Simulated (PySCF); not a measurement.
C4H7O (charge -1).
Geometry (GFN2-xTB, Å), atoms numbered from 1 in this order:
```xyz
12
C4H7O angstrom
C      1.338    0.383   -0.430
C      0.171   -0.613   -0.158
O      0.400   -1.853   -0.433
C     -1.201    0.062   -0.371
C     -0.687   -0.156    1.040
H      1.611    0.335   -1.485
H      1.076    1.411   -0.178
H      2.207    0.084    0.157
H     -2.037   -0.553   -0.682
H     -1.266    1.085   -0.731
H     -1.196   -0.910    1.629
H     -0.413    0.724    1.616
```

The closed-shell ground state was solved at several levels (PySCF, density fitting, gas phase, non-relativistic). The HOMO energy is positive, so at this level the finite basis confines the outermost electrons. No diffuse functions stand in pcJ-1 and pcSseg-1, which bears on an anion's orbital energies.

```tsv
level	basis functions	total energy (Eh)	HOMO (eV)	LUMO (eV)	gap (eV)
B3LYP/pcJ-1	205	-231.8299	1.13	5.78	4.65
PBE0/def2-SVPD	159	-231.4007	0.43	4.63	4.20
```

Q: Estimate the row for PBE0/pcSseg-1, a basis of 120 functions; the other rows only guide the guess.

A: Total energy -231.5176 Eh, HOMO 0.91 eV, LUMO 6.04 eV, gap 5.13 eV.

Q: Over all these levels, which gives the widest orbital gap and which the narrowest?

A: PBE0/pcSseg-1 has the widest, 5.13 eV, and PBE0/def2-SVPD the narrowest, 4.20 eV. The two share the functional. From the narrowest to the widest the HOMO moves by +0.48 eV and the LUMO by +1.41 eV.
